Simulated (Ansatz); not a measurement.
This Ansatz (a program for electronic structure) input (PBE0/aug-cc-pVTZ) gives -38.43778 Eh with 69 basis functions.

Ansatz 0.2 input:
```yaml
crystal:
  periodic: [false, false, false]
  atoms:
    - {symbol: C, position_ang: [-0.00000000, -0.00000000, -0.16050164]}
    - {symbol: H, position_ang: [0.00000000, 0.00000000, 0.96300985]}
basis:
  gaussian:
    orbitals: aug-cc-pVTZ
    final_grid: {core_spheres: 4, valence_spheres: 3, degree: 11}
hamiltonian:
  xc: {name: PBE0}
magnetization: {spin_polarized: true, initial_magnetization: 1}
```

Change:
```diff
- final_grid: {core_spheres: 4, valence_spheres: 3, degree: 11}
+ final_grid: {core_spheres: 8, valence_spheres: 7, degree: 23}
```

**Question.** What does the run give now?

**Answer.** -38.43848 Eh (PBE0/aug-cc-pVTZ, 69 functions), a change of -0.70 mEh.
